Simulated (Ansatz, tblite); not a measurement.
# TeBr2: rung by rung

An exercise on one series of results from a longer session: the logs are not shown, and one member is left open.

Computed with Ansatz 0.2.0, Gaussian basis. Level: as each input shows.

The runs, in order: GFN1-xTB, GFN2-xTB, PBE-D4/def2-TZVP, r2SCAN-D4/def2-TZVP, CAM-B3LYP-D4/def2-TZVP, ωB97M-V/def2-TZVP, revPBE-D4/def2-TZVP, HSE06-D4/def2-TZVP, B3LYP-D4/def2-TZVP, r2SCANh-D4/def2-TZVP, B97M-V/def2-TZVP, PBE-D4/def2-SVP, PBE0-D4/def2-SVP, PBE0-D4/def2-TZVPD, PBE-D4/def2-TZVPD, r2SCAN-D4/def2-TZVPD, CCSD(T)/def2-TZVPP, MP2/def2-TZVP, RPA/def2-TZVP.

1 further run of the same task is left out (set aside as unsound or not needed). Runs told in other sessions of the task aren't counted.

## The structure

The geometry is that of the singlet, from an earlier relaxation (r2SCAN-D4/def2-TZVP).

3 atoms, charge 0, spin multiplicity 1.

Bond lengths: Te1–Br2 2.490 Å, Te1–Br3 2.490 Å. Angles: Br2–Te1–Br3 100.8°.

Te takes a core potential in the def2 sets. No spin-orbit coupling is included.

PBE0-D4/def2-TZVP was run before; its log isn't repeated, and its numbers join the tables.

The first run:

Tight binding, by tblite at 300 K electronic temperature and without a spin-polarisation term:

```python
tblite.interface.Calculator('GFN1-xTB', numbers, positions, charge=0, uhf=0).singlepoint()
```

Tight binding, by tblite at 300 K electronic temperature and without a spin-polarisation term:

```python
tblite.interface.Calculator('GFN2-xTB', numbers, positions, charge=0, uhf=0).singlepoint()
```

start.molden holds the orbitals of an earlier run on this state, given as this run's starting guess.

The input, in.yaml:

```yaml
crystal:
  periodic: [false, false, false]
  atoms:
    - {symbol: Te, position_ang: [0.005033, -0.006885, -1.057568]}
    - {symbol: Br, position_ang: [1.916163, -0.018831, 0.538061]}
    - {symbol: Br, position_ang: [-1.921196, 0.025706, 0.519506]}
basis:
  gaussian: {orbitals: def2-TZVP, initial_orbitals: start.molden}
hamiltonian: {xc: pbe, dispersion: d4}
scf: {omitted_lower_state_checks: [starts]}
output: {orbitals: {seedname: orbitals}}
```

Run with:

```console
ansatz run in.yaml --threads 4 --pin off --events-out ev --progress --plain --max-ram 3916MiB
```

Among the steps run: PBE-D4/def2-TZVP; r2SCAN-D4/def2-TZVP; CAM-B3LYP-D4/def2-TZVP; ωB97M-V/def2-TZVP; revPBE-D4/def2-TZVP; HSE06-D4/def2-TZVP; B3LYP-D4/def2-TZVP; r2SCANh-D4/def2-TZVP; B97M-V/def2-TZVP; PBE-D4/def2-SVP; PBE0-D4/def2-SVP; PBE0-D4/def2-TZVPD; PBE-D4/def2-TZVPD; r2SCAN-D4/def2-TZVPD; CCSD(T)/def2-TZVPP; MP2/def2-TZVP; RPA/def2-TZVP.

One of the session's tables, all rows but one given; the rest of the session is left out.

It belongs to the step «Levels side by side». 

| level | HOMO (eV) | LUMO (eV) | gap (eV) |
| --- | --- | --- | --- |
| PBE-D4/def2-SVP | -5.30 | -3.66 | 1.64 |
| PBE-D4/def2-TZVP | -5.44 | -3.74 | 1.70 |
| PBE-D4/def2-TZVPD | -5.49 | -3.80 | 1.69 |
| revPBE-D4/def2-TZVP | -5.40 | -3.66 | 1.74 |
| r2SCAN-D4/def2-TZVP | -5.70 | -3.68 | 2.02 |
| r2SCAN-D4/def2-TZVPD | -5.73 | -3.72 | 2.01 |
| B97M-V/def2-TZVP | -5.75 | -3.49 | 2.26 |
| r2SCANh-D4/def2-TZVP | -6.11 | -3.39 | 2.72 |
| B3LYP-D4/def2-TZVP | -6.33 | -3.19 | 3.14 |
| PBE0-D4/def2-SVP | -6.49 | -2.97 | 3.52 |
| PBE0-D4/def2-TZVP | -6.56 | -2.99 | 3.58 |
| PBE0-D4/def2-TZVPD | -6.60 | -3.05 | 3.55 |
| HSE06-D4/def2-TZVP | -6.17 | -3.36 | 2.81 |
| CAM-B3LYP-D4/def2-TZVP | -7.81 | -1.99 | 5.82 |
| ωB97M-V/def2-TZVP | ? | ? | ? |

Q: Estimate the row for ωB97M-V/def2-TZVP from the others.

The run gave: HOMO (eV): -8.67; LUMO (eV): -1.06; gap (eV): 7.61. In the column «HOMO (eV)» it is the lowest.
